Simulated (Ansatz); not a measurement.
# ClF (chlorine monofluoride), step by step

Aim: a series of 62 runs (HF/STO-3G, UHF/STO-3G, HF/3-21G, UHF/3-21G, HF/6-31G*, UHF/6-31G*, B3LYP/6-31G*, UB3LYP/6-31G*, and more) of ClF. 

Program for the calculation: Ansatz 0.2.0.

### 1 The system as given

The species is ClF (2 atoms), meant as a singlet with charge 0. As SMILES, `FCl`. The shape is that of a PBE0-D4/def2-TZVP optimisation. The run starts from this shape.

Bond lengths: F1–Cl2 1.620 Å.

### 2 A structure relaxation at HF/STO-3G (paw set gaussian, start density atoms) (run 1)

job.yaml reads:

```yaml
crystal:
  periodic: [false, false, false]
  atoms:
    - {symbol: F, position_ang: [-0.000000, -0.000000, 0.031290]}
    - {symbol: Cl, position_ang: [0.000000, 0.000000, 1.650960]}
basis:
  gaussian: {orbitals: STO-3G}
hamiltonian: {xc: hf}
relax: {f_tol: 0.002}
output: {orbitals: {seedname: orbitals}}
```

The run is started by

```sh
ansatz run job.yaml --threads 1 --pin off --max-ram 3480MiB --events-out events.jsonl --progress --plain --runs-dir runs
```

The log of the run, shortened:

```text
Warning: RAYON_NUM_THREADS=1 ignored (pool sized by the plan → 1); use --threads N
[...]
Functional definition: HF
  name "HF"
[...]
178 factors; integrals over basis functions are off by at most 3.4e-6 eV
[...]
mean field -15035.07946763 eV, -552.5289792927 hartree, gradient 1.3e-5 eV, S^2 0.000000; 0 other end points of the search recorded, 0 dependent functions left out
[...]
reference -15035.07946763 eV, -552.5289792927 hartree; 13, 13 occupied and 1, 1 virtual orbitals, 178 factors
relax step   1: F+E_penalty+E_count = -15035.07946763 eV  Δ(F+E_penalty+E_count) = +0.000e0 eV  max|allowed force component| = 3.245e0 eV/Å  Δτ_max = 0.0000 Å  (19 SCF iters, accepted)
[...]
relax step   3: F+E_penalty+E_count = -15035.17038249 eV  Δ(F+E_penalty+E_count) = -8.444e-3 eV  max|allowed force component| = 5.563e-2 eV/Å  Δτ_max = 0.0087 Å  (19 SCF iters, accepted)
[...]
relax step   4: F+E_penalty+E_count = -15035.17041438 eV  Δ(F+E_penalty+E_count) = -3.189e-5 eV  max|allowed force component| = 1.488e-3 eV/Å  Δτ_max = 0.0006 Å  (19 SCF iters, accepted)
178 factors; integrals over basis functions are off by at most 3.2e-6 eV
mean field -15035.17041438 eV, -552.5323215238 hartree, gradient 1.5e-5 eV, S^2 0.000000; 1 other end points of the search recorded, 0 dependent functions left out
[...]
reference -15035.17041438 eV, -552.5323215238 hartree; 13, 13 occupied and 1, 1 virtual orbitals, 178 factors
Total energy: -15035.17041438 eV, -552.5323215238 hartree
Atom 0 at     0.000000     0.000000     0.001966 Å, force     0.000000    -0.000000     0.001488 eV/Å
Atom 1 at    -0.000000    -0.000000     1.680284 Å, force    -0.000000     0.000000    -0.001488 eV/Å
Dipole moment:     0.000000    -0.000000    -0.119540 e Å
```

Wall time 0.95 s (1 thread of Arm Neoverse V1, shared host).

Step by step:

| step | energy from the first frame kept (eV) | largest force (eV/Å) |
| --- | --- | --- |
| 1 | 0.0000 | 3.2453 |
| 2 | -0.0825 | 0.9313 |
| 3 | -0.0909 | 0.0556 |
| 4 | -0.0909 | 0.0015 |

After the run. Bond lengths: F1–Cl2 1.678 Å.

### 3 The harmonic vibrations at HF/STO-3G (paw set gaussian, start density atoms) (run 2)

input.yaml reads:

```yaml
crystal:
  periodic: [false, false, false]
  atoms:
    - {symbol: F, position_ang: [0.000000, 0.000000, 0.001966]}
    - {symbol: Cl, position_ang: [-0.000000, -0.000000, 1.680284]}
basis:
  gaussian:
    orbitals: STO-3G
total_charge: 0
hamiltonian:
  xc: hf
phonons:
  temperatures:
    t_min: 298.15
    t_max: 298.15
    t_step: 1
```

The run is started by

```sh
ansatz run input.yaml --threads 1 --pin off --max-ram 3480MiB --events-out events.jsonl --progress --plain --runs-dir runs
```

The log of the run:

```text
Warning: RAYON_NUM_THREADS=1 ignored (pool sized by the plan → 1); use --threads N
[... 76 lines left out ...]
Total energy: -15035.17041437 eV, -552.5323215237 hartree
[... 2 lines left out ...]
Dipole moment:    -0.000000    -0.000000    -0.119540 e Å
Vibrations: 1030.73 cm⁻¹, zero-point energy 0.063897 eV
```

Wall time 0.71 s (1 thread of Arm Neoverse V1, shared host).

Runs 3 to 42 aren't shown in full; the table further down has their settings and results.

### 4 The doublet cation: the energy at UCCSD(T)/cc-pVDZ (paw set gaussian, start density atoms) (run 43)

run.yaml reads:

```yaml
crystal:
  periodic: [false, false, false]
  atoms:
    - {symbol: F, position_ang: [0.000000, 0.000000, -0.006409]}
    - {symbol: Cl, position_ang: [-0.000000, -0.000000, 1.688659]}
basis:
  gaussian: {orbitals: cc-pVDZ}
total_charge: 1
magnetization: {spin_polarized: true, initial_magnetization: 1}
correlation: {method: ccsd_t}
accuracy: high
scf: {omitted_lower_state_checks: [cluster_reference]}
```

The run is started by

```sh
ansatz run run.yaml --threads 1 --pin off --max-ram 3480MiB --events-out events.jsonl --progress --plain --runs-dir runs
```

The log of the run, shortened:

```text
Warning: RAYON_NUM_THREADS=1 ignored (pool sized by the plan → 1); use --threads N
[... 2 set-up lines as earlier in the session ...]
[...]
599 factors; integrals over basis functions are off by at most 2.9e-9 eV
[...]
mean field -15194.62067644 eV, -558.3920105754 hartree, gradient 4.3e-8 eV, S^2 0.941192; 11 other end points of the search recorded, 0 dependent functions left out
6 core orbitals not correlated: weight in the atoms' cores, before any rotation towards them, 1.000 or more for the frozen orbitals, at most 0.000 for the correlated occupied ones
reference -15194.62067644 eV, -558.3920105754 hartree; 7, 6 occupied and 19, 20 virtual orbitals, 599 factors
second order -8.04671300 eV of doubles, -0.00000000 eV of singles
cycle   1  -8.37887676 eV  change   -3.3e-1 eV  update   1.0e-1
[...]
cycle  27  -9.14668737 eV  change  -4.0e-10 eV  update  5.6e-10
perturbative correction -0.26754023 eV, -0.0098319222 hartree
Total energy: -15204.03490405 eV, -558.7379770588 hartree
Checks for a lower state left out: cluster_reference
```

It took 2.8 s on 1 thread of Arm Neoverse V1, shared host; peak memory 0.1 GiB.

Runs 44 to 61 aren't shown in full; the table further down has their settings and results.

### 5 The doublet cation: a geometry optimisation at U-wB97M-V/def2-TZVPD (paw set gaussian, start density atoms) (run 62)

in.yaml reads:

```yaml
basis:
  gaussian: {orbitals: def2-TZVPD}
crystal:
  periodic: [false, false, false]
  atoms:
    - {symbol: F, position_ang: [-0.000000, -0.000000, 0.028697]}
    - {symbol: Cl, position_ang: [0.000000, 0.000000, 1.653553]}
total_charge: 1
magnetization: {spin_polarized: true, initial_magnetization: 1}
hamiltonian: {xc: {name: wB97M-V}}
relax: {}
```

The run is started by

```sh
ansatz run in.yaml --threads 1 --pin off --max-ram 3480MiB --events-out events.jsonl --progress --plain --runs-dir runs
```

The log of the run:

```text
Warning: RAYON_NUM_THREADS=1 ignored (pool sized by the plan → 1); use --threads N
The last accepted step is kept in runs//last_step.txt (removed where the run ends without a failure and the disk answers)
[... 25 lines left out ...]
477 factors; their error is unknown
[... 11 lines left out ...]
477 factors; their error is unknown
[... 6 lines left out ...]
477 factors; their error is unknown
[... 7 lines left out ...]
477 factors; their error is unknown
[... 6 lines left out ...]
477 factors; their error is unknown
[... 5 lines left out ...]
477 factors; their error is unknown
[... 5 lines left out ...]
Total energy: -15225.09677574 eV, -559.5119865671 hartree
[... 2 lines left out ...]
Dipole moment:    -0.000000     0.000000     0.348405 e Å
```

Run time: 37 s. Hardware: 1 thread of Arm Neoverse V1, shared host; peak memory 0.2 GiB.

Step by step:

| step | energy from the first frame kept (eV) | largest force (eV/Å) |
| --- | --- | --- |
| 1 | 0.0000 | 3.2571 |
| 2 | -0.1109 | 2.1081 |
| 3 | -0.1689 | 0.6424 |
| 4 | -0.1733 | 0.0281 |
| 5 | -0.1733 | 0.0057 |

After the run. Bond lengths: F1–Cl2 1.528 Å.

### 6 Overview of the runs

| run | level | task | walk f tol | partner | energy (Eh) | dipole moment (D) | wall time |
| --- | --- | --- | --- | --- | --- | --- | --- |
| 1 | HF/STO-3G (paw set gaussian, start density atoms) | optimise | 0.002 | base | -552.532322 | 0.57 | 0.95 s |
| 2 | HF/STO-3G (paw set gaussian, start density atoms) | frequencies | – | base | -552.532322 | 0.57 | 0.71 s |
| 3 | UHF/STO-3G (paw set gaussian, start density atoms) | energy | – | cation | -552.133953 | – | 0.18 s |
| 4 | UHF/STO-3G (paw set gaussian, start density atoms) | optimise | – | cation | -552.138023 | – | 0.64 s |
| 5 | HF/3-21G (paw set gaussian, start density atoms) | optimise | 0.002 | base | -556.105786 | 1.21 | 0.5 s |
| 6 | HF/3-21G (paw set gaussian, start density atoms) | frequencies | – | base | -556.105786 | 1.21 | 0.85 s |
| 7 | UHF/3-21G (paw set gaussian, start density atoms) | energy | – | cation | -555.656409 | – | 0.28 s |
| 8 | UHF/3-21G (paw set gaussian, start density atoms) | optimise | – | cation | -555.694026 | – | 2 s |
| 9 | HF/6-31G* (Cartesian functions, paw set gaussian, start density atoms) | optimise | 0.002 | base | -558.819521 | 1.21 | 0.83 s |
| 10 | HF/6-31G* (Cartesian functions, paw set gaussian, start density atoms) | frequencies | – | base | -558.819521 | 1.21 | 3.3 s |
| 11 | UHF/6-31G* (Cartesian functions, paw set gaussian, start density atoms) | energy | – | cation | -558.378487 | – | 0.22 s |
| 12 | UHF/6-31G* (Cartesian functions, paw set gaussian, start density atoms) | optimise | – | cation | -558.383177 | – | 1.3 s |
| 13 | B3LYP/6-31G* (Cartesian functions, paw set gaussian, start density atoms) | optimise | 0.002 | base | -559.942696 | 0.98 | 2.8 s |
| 14 | B3LYP/6-31G* (Cartesian functions, paw set gaussian, start density atoms) | frequencies | – | base | -559.942696 | 0.98 | 4.5 s |
| 15 | UB3LYP/6-31G* (Cartesian functions, paw set gaussian, start density atoms) | energy | – | cation | -559.479101 | – | 1.1 s |
| 16 | UB3LYP/6-31G* (Cartesian functions, paw set gaussian, start density atoms) | optimise | – | cation | -559.484092 | – | 5.1 s |
| 17 | PBE/def2-SVP (paw set gaussian, start density atoms) | optimise | 0.002 | base | -559.445608 | 1.08 | 1.9 s |
| 18 | PBE/def2-SVP (paw set gaussian, start density atoms) | frequencies | – | base | -559.445608 | 1.08 | 2.8 s |
| 19 | UPBE/def2-SVP (paw set gaussian, start density atoms) | energy | – | cation | -558.989099 | – | 0.68 s |
| 20 | UPBE/def2-SVP (paw set gaussian, start density atoms) | optimise | – | cation | -558.993201 | – | 3.6 s |
| 21 | MP2/6-31G* (Cartesian functions, paw set gaussian, start density atoms) | optimise | 0.002 | base | -559.126955 | 1.08 | 1.7 s |
| 22 | MP2/6-31G* (Cartesian functions, paw set gaussian, start density atoms) | frequencies | – | base | -559.126955 | 1.08 | 2.8 s |
| 23 | UMP2/6-31G* (Cartesian functions, paw set gaussian, start density atoms) | energy | – | cation | -558.664785 | – | 0.74 s |
| 24 | UMP2/6-31G* (Cartesian functions, paw set gaussian, start density atoms) | optimise | – | cation | -558.675910 | – | 2.7 s |
| 25 | B3LYP-D4/def2-TZVP (paw set gaussian, start density atoms) | optimise | 0.002 | base | -560.033502 | 1.00 | 4.2 s |
| 26 | B3LYP-D4/def2-TZVP (paw set gaussian, start density atoms) | frequencies | – | base | -560.033502 | 1.00 | 6.6 s |
| 27 | UB3LYP-D4/def2-TZVP (paw set gaussian, start density atoms) | energy | – | cation | -559.565537 | – | 1.6 s |
| 28 | UB3LYP-D4/def2-TZVP (paw set gaussian, start density atoms) | optimise | – | cation | -559.571537 | – | 7.2 s |
| 29 | BLYP/cc-pVTZ (paw set gaussian, start density atoms) | optimise | 0.002 | base | -560.015369 | 0.97 | 3.6 s |
| 30 | BLYP/cc-pVTZ (paw set gaussian, start density atoms) | frequencies | – | base | -560.015369 | 0.97 | 5.7 s |
| 31 | UBLYP/cc-pVTZ (paw set gaussian, start density atoms) | energy | – | cation | -559.560595 | – | 1.2 s |
| 32 | UBLYP/cc-pVTZ (paw set gaussian, start density atoms) | optimise | – | cation | -559.565268 | – | 6 s |
| 33 | SVWN5/def2-TZVP (paw set gaussian, start density atoms) | optimise | 0.002 | base | -557.907545 | 0.87 | 1.8 s |
| 34 | SVWN5/def2-TZVP (paw set gaussian, start density atoms) | frequencies | – | base | -557.907545 | 0.87 | 4.8 s |
| 35 | USVWN5/def2-TZVP (paw set gaussian, start density atoms) | energy | – | cation | -557.443827 | – | 1 s |
| 36 | USVWN5/def2-TZVP (paw set gaussian, start density atoms) | optimise | – | cation | -557.448727 | – | 4.5 s |
| 37 | MP2/aug-cc-pVDZ (paw set gaussian, start density atoms) | optimise | 0.002 | base | -559.219220 | 1.02 | 3.6 s |
| 38 | MP2/aug-cc-pVDZ (paw set gaussian, start density atoms) | frequencies | – | base | -559.219220 | 1.02 | 7.2 s |
| 39 | UMP2/aug-cc-pVDZ (paw set gaussian, start density atoms) | energy | – | cation | -558.737052 | – | 2.2 s |
| 40 | UMP2/aug-cc-pVDZ (paw set gaussian, start density atoms) | optimise | – | cation | -558.752369 | – | 7.5 s |
| 41 | CCSD(T)/cc-pVDZ (paw set gaussian, start density atoms) | optimise | 0.002 | base | -559.195270 | 1.19 | 6.3 s |
| 42 | CCSD(T)/cc-pVDZ (paw set gaussian, start density atoms) | frequencies | – | base | -559.195270 | 1.19 | 15 s |
| 43 | UCCSD(T)/cc-pVDZ (paw set gaussian, start density atoms) | energy | – | cation | -558.737977 | – | 2.8 s |
| 44 | UCCSD(T)/cc-pVDZ (paw set gaussian, start density atoms) | optimise | – | cation | -558.742271 | – | 17 s |
| 45 | PBE-D3(BJ)/def2-TZVP (paw set gaussian, start density atoms) | optimise | 0.002 | base | -559.742249 | 0.89 | 4.2 s |
| 46 | PBE-D3(BJ)/def2-TZVP (paw set gaussian, start density atoms) | frequencies | – | base | -559.742249 | 0.89 | 6.3 s |
| 47 | UPBE-D3(BJ)/def2-TZVP (paw set gaussian, start density atoms) | energy | – | cation | -559.284853 | – | 1.3 s |
| 48 | UPBE-D3(BJ)/def2-TZVP (paw set gaussian, start density atoms) | optimise | – | cation | -559.289854 | – | 7.2 s |
| 49 | r2SCAN/def2-TZVP (paw set gaussian, start density atoms) | optimise | 0.002 | base | -559.942727 | 0.84 | 7.8 s |
| 50 | r2SCAN/def2-TZVP (paw set gaussian, start density atoms) | frequencies | – | base | -559.942727 | 0.84 | 11 s |
| 51 | U-r2SCAN/def2-TZVP (paw set gaussian, start density atoms) | energy | – | cation | -559.480791 | – | 3.6 s |
| 52 | U-r2SCAN/def2-TZVP (paw set gaussian, start density atoms) | optimise | – | cation | -559.486456 | – | 16 s |
| 53 | CCSD(T)/def2-TZVP (paw set gaussian, start density atoms) | optimise | 0.002 | base | -559.376850 | 0.99 | 76 s |
| 54 | CCSD(T)/def2-TZVP (paw set gaussian, start density atoms) | frequencies | – | base | -559.376850 | 0.99 | 2.8 min |
| 55 | HF/cc-pVTZ (paw set gaussian, start density atoms) | optimise | 0.002 | base | -558.901891 | 1.08 | 2.1 s |
| 56 | HF/cc-pVTZ (paw set gaussian, start density atoms) | frequencies | – | base | -558.901891 | 1.08 | 4.2 s |
| 57 | UHF/cc-pVTZ (paw set gaussian, start density atoms) | energy | – | cation | -558.464164 | – | 0.87 s |
| 58 | UHF/cc-pVTZ (paw set gaussian, start density atoms) | optimise | – | cation | -558.470211 | – | 3.3 s |
| 59 | wB97M-V/def2-TZVPD (paw set gaussian, start density atoms) | optimise | 0.002 | base | -559.973355 | 0.88 | 16 s |
| 60 | wB97M-V/def2-TZVPD (paw set gaussian, start density atoms) | frequencies | – | base | -559.973355 | 0.88 | 31 s |
| 61 | U-wB97M-V/def2-TZVPD (paw set gaussian, start density atoms) | energy | – | cation | -559.505617 | – | 6 s |
| 62 | U-wB97M-V/def2-TZVPD (paw set gaussian, start density atoms) | optimise | – | cation | -559.511987 | – | 37 s |

### 7 Results

| quantity | value |
| --- | --- |
| doublet cation, run 62: total energy at the end | -559.51199 Eh |
| doublet cation, run 62: bond length | 1.528 Å |
| doublet cation, run 62: ⟨S²⟩ | 0.753 |
| vertical ionisation energy (to the doublet cation), B3LYP/6-31G* | 12.615 eV |
| vertical ionisation energy (to the doublet cation), CCSD(T)/cc-pVDZ | 12.444 eV |
| vertical ionisation energy (to the doublet cation), HF/cc-pVTZ | 11.911 eV |
| vertical ionisation energy (to the doublet cation), wB97M-V/def2-TZVPD | 12.728 eV |
| adiabatic ionisation energy (to the doublet cation, no zero-point term), HF/6-31G* | 11.874 eV |
| adiabatic ionisation energy (to the doublet cation, no zero-point term), MP2/aug-cc-pVDZ | 12.704 eV |
| adiabatic ionisation energy (to the doublet cation, no zero-point term), CCSD(T)/cc-pVDZ | 12.327 eV |
| adiabatic ionisation energy (to the doublet cation, no zero-point term), HF/cc-pVTZ | 11.747 eV |

**Reading.** At B3LYP/6-31G*: the vertical ionisation energy comes to 12.62 eV (1217 kJ/mol). At CCSD(T)/cc-pVDZ: removing an electron at fixed nuclei costs 12.44 eV (1201 kJ/mol). Its partner is spin-contaminated (⟨S²⟩ = 0.94 against 0.75), so the difference is in doubt. At HF/cc-pVTZ: removing an electron at fixed nuclei costs 11.91 eV (1149 kJ/mol). At wB97M-V/def2-TZVPD: the vertical ionisation energy comes to 12.73 eV (1228 kJ/mol). At HF/6-31G*: the adiabatic ionisation energy (to the doublet cation, no zero-point term) is 11.87 eV (274 kcal/mol). Totals of different functionals can't be ranked against each other. In runs 1, 2, 3, 4 the basis is minimal, so the values are rough. Spin contamination of the reference: run 8 ⟨S²⟩ = 1.75, run 7 ⟨S²⟩ = 1.00, run 43 ⟨S²⟩ = 0.94. Where it is this large, the reference is a mixture of spin states, and values that rest on it are in doubt. All runs together took 9.3 min, the longest 2.8 min.
